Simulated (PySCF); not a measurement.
Structure problem from calculated spectra and properties.

Formula: C2H4F2.

| Property | Result |
| --- | --- |
| Rotational structure | rotational constants A, B, C: 17.520, 5.037, 4.404 GHz [PBE0-D3(BJ)/def2-TZVP] |
| UV, first state | lowest singlet excitation: 8.71 eV (142 nm, f = 0.018) [TDDFT CAM-B3LYP/aug-cc-pVTZ] |
| NMR, other nuclei | isotropic shieldings of nuclei other than C and H, by class: 420 (2 F) ppm [GIAO PBE0/pcSseg-2] |
| UV, strongest line | among the 10 lowest singlet transitions: S9 at 9.80 eV (126 nm, f = 0.044) [TDDFT CAM-B3LYP/aug-cc-pVTZ] |
| 1H NMR | chemical shifts (computed TMS as zero) by class: 4.59 (4 H) ppm [GIAO PBE0/pcSseg-2] |
| Triplet | lowest triplet excitation (Tamm–Dancoff): 8.51 eV [TDA CAM-B3LYP/aug-cc-pVTZ] |
| 13C NMR | chemical shifts (computed TMS as zero) by class: 88.5 (2 C) ppm [GIAO PBE0/pcSseg-2] |
| Polarisability | 29.5 au [CAM-B3LYP/aug-cc-pVTZ] |
| Dipole | 2.77 D [CAM-B3LYP/aug-cc-pVTZ] |

Gas-phase values; electronic properties from PySCF, density fitting. Levels stand in brackets. Geometry: PBE0-D3(BJ)/def2-TZVP, one conformer, isolated molecule. Each NMR value is the plain mean over a class of atoms that symmetry, rotation or inversion makes alike.

Question: Propose a structure and show how it fits.

Answer: Numbering: `[F:1][CH2:2][CH2:3][F:4]`. Its formula, C2H4F2, gives 0 degrees of unsaturation, so no ring and no π bond. 2 carbons fall into 1 class: sp3 C–F carbon [C2/C3] (88.5 ppm, 2 C). All hydrogens form one class (4.59 ppm): methylene hydrogen. The other shieldings belong to: 420 ppm, alkyl fluorine [F1/F4]. The optimised geometry has point group C2 and is an asymmetric top. Structure: 1,2-difluoroethane, `FCCF`. Computed isomers that give other values at the same levels: `CC(F)F` (rotational constant A: 9.540 GHz; this holds for the one conformer computed). The assignments are read from this structure; whether some other isomer fits the data as well wasn't checked.

Shape of the structure used: `[F:1][CH2:2][CH2:3][F:4]`: F1–C2–C3–F4 70°.
